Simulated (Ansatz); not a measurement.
Geometry optimisation, RKS BLYP/def2-SVP in Ansatz.

The input (input.yaml):

```yaml
crystal:
  periodic: [false, false, false]
  atoms:
    - { symbol: "N", position_ang: [-0.3627, 0.8406, -0.9386] }
    - { symbol: C, position_ang: [0.1523, -0.2197, -0.2166] }
    - { symbol: F, position_ang: [0.8175, -1.1494, -0.9706] }
    - { symbol: C, position_ang: [-0.4427, -0.6631, 0.95] }
    - { symbol: C, position_ang: [0.5828, -0.0017, 1.1079] }
    - { symbol: H, position_ang: [-1.0259, 0.5268, -1.6715] }
    - { symbol: H, position_ang: [0.3638, 1.3566, -1.4528] }
    - { symbol: H, position_ang: [-1.3003, -1.1848, 1.3564] }
    - { symbol: H, position_ang: [1.3039, 0.4483, 1.8186] }
basis:
  gaussian: { orbitals: def2-SVP }
hamiltonian:
  xc: blyp
relax:
  f_tol: 0.015
  max_steps: 40
output:
  orbitals: {}
```

Run as:

```bash
$ ansatz run input.yaml --threads 1 --pin off --max-ram 2048MiB --backend cpu --events-out ev --progress --plain --runs-dir out
```

Question: Where does it end, and by what steps?

Answer: The run converged. After 5 steps the energy has fallen by 0.712 eV; H8 moved furthest, 0.12 Å.

| step | energy less start (eV) | largest force component (eV/Å) | accepted |
| --- | --- | --- | --- |
| 0 | 0.0000 | 7.002 | yes |
| 1 | -0.6135 | 1.824 | yes |
| 2 | -0.7065 | 0.309 | yes |
| 3 | -0.7113 | 0.117 | yes |
| 4 | -0.7120 | 0.106 | yes |
| 5 | -0.7123 | 0.012 | yes |

```xyz
9
Properties=species:S:1:pos:R:3
N -0.391 0.899 -1.016
C 0.138 -0.159 -0.217
F 0.847 -1.117 -1.009
C -0.512 -0.680 1.010
C 0.604 0.006 1.181
H -1.012 0.508 -1.739
H 0.376 1.361 -1.526
H -1.334 -1.263 1.442
H 1.372 0.399 1.857
```

Whether the end is a true minimum wasn't checked by a vibrational analysis.

The run took 19 s on 1 thread of Intel(R) Xeon(R) Platinum 8259CL CPU @ 2.50GHz (Skylake/Cascade Lake), with other jobs on the host, peak memory 0.17 GiB.
